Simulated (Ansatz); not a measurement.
# H2S3: the cost of one run

Program: Ansatz 0.2.0, driven from Python. Level of theory: B3LYP+D4/def2-SVP. These are calculated values, not measurements.

## 1. The structure

Bond lengths: S1–S2 2.047 Å, S2–S3 2.021 Å, S1–H4 1.370 Å, S3–H5 1.352 Å. Angles: S1–S2–S3 102.7°, S2–S1–H4 96.7°, S2–S3–H5 101.2°.

The script reads h2s3.xyz:

```xyz
5

S    -1.51900   -0.75710    0.07600
S    -0.40910    0.79070    0.82630
S     1.47000    0.04820    0.79000
H    -1.32370   -0.46770   -1.24860
H     1.83160    0.31220   -0.48520
```

## 2. The script

The input, relaxed_scan.py:

```python
# -*- coding: utf-8 -*-
'''One bond of H2S3 held at set lengths while the rest relaxes.'''

import ansatz as az
import numpy as np

h2s3 = az.Crystal.molecule_from_extxyz('h2s3.xyz')

calculation = h2s3.calculation()
calculation = calculation.basis(gaussian='def2-SVP').functional('B3LYP', dispersion='d4')
symbols = [site.symbol for site in h2s3.cartesian_sites]
pairs = [(0, 1), (0, 3), (1, 2), (2, 4)]
print('held (A)   E (eV)        ', '  '.join(f'{symbols[i]}{i}-{symbols[j]}{j}' for i, j in pairs))
for length in [1.24, 1.35, 1.46, 1.62, 1.82]:
    summary = calculation.relax(constraints=[az.DistanceConstraint((2, 4), at=length)], force_tolerance=0.02, max_steps=60).run().report
    xyz = np.array(summary['positions_ang'])
    print(f'{length:6.2f} {summary["free_energy_ev"]:14.5f}  ', '  '.join(f'{np.linalg.norm(xyz[i] - xyz[j]):.3f}' for i, j in pairs))
```

## 3. What the engine is handed

The package turns the script's settings into the engine's input (first run):

```yaml
crystal:
  periodic: [false, false, false]
  atoms:
    - { symbol: S, position_ang: [-1.519, -0.7571, 0.076] }
    - { symbol: S, position_ang: [-0.4091, 0.7907, 0.8263] }
    - { symbol: S, position_ang: [1.47, 0.0482, 0.79] }
    - { symbol: H, position_ang: [-1.3237, -0.4677, -1.2486] }
    - { symbol: H, position_ang: [1.8316, 0.3122, -0.4852] }
basis:
  gaussian:
    orbitals: def2-SVP
hamiltonian:
  xc: b3lyp
  dispersion: d4
relax:
  f_tol: 0.02
  max_steps: 60
  constraints:
    - { distance: [2, 4], at: 1.24 }
```

## 4. The run

Launch:

```console
$ python relaxed_scan.py
```

Q: Estimate wall time and peak memory on 1 thread of Arm Neoverse V2, shared host.

About 60 s, with a peak of 0.19 GiB.
